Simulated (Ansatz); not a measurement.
## Pressure series in BN

Start from BN in the zinc blende structure (space group F-43m, No. 216).

```yaml
crystal:
  lattice:
    - [0.00000, 1.80486, 1.80486]
    - [1.80486, 0.00000, 1.80486]
    - [1.80486, 1.80486, 0.00000]
  atoms:
    - { symbol: B, position: [0.00000, 0.00000, 0.00000] }
    - { symbol: N, position: [0.25000, 0.25000, 0.25000] }
```

Cell and atoms are relaxed at each pressure.

Computed with Ansatz (a program for electronic structure), r2SCAN, PAW, cutoff 500 eV, scalar-relativistic without spin-orbit coupling.

```csv
P (GPa),V (Å³/atom)
-2.00,5.910
-1.00,5.895
0.90,5.866
2.10,5.848
4.51,5.814
9.00,5.751
15.00,5.672
22.50,5.580
30.00,5.495
```

Q: Fit a third-order Birch–Murnaghan equation of state.

A: Least squares on P(V) = (3B₀/2)[(V₀/V)^(7/3) − (V₀/V)^(5/3)]·[1 + (3/4)(B₀′ − 4)((V₀/V)^(2/3) − 1)] gives V₀ = 5.88 Å³/atom, B₀ = 392 GPa and B₀′ = 3.6.

Measured bulk modulus of BN: 410.2 GPa (static lattice; corrected from measurement; as listed in Daniel Mejia-Rodriguez, S. B. Trickey, Phys. Rev. B (2018)); the computed value is 4 % below it.

Between the base and pressure 30 GPa the gap moves from 5.00 eV to 5.09 eV, a mean slope of 2.8 meV/GPa.

Load acts through the strain it causes; cell and atoms are relaxed under it. Stability against distortions was not tested. No other phases were tried under pressure.
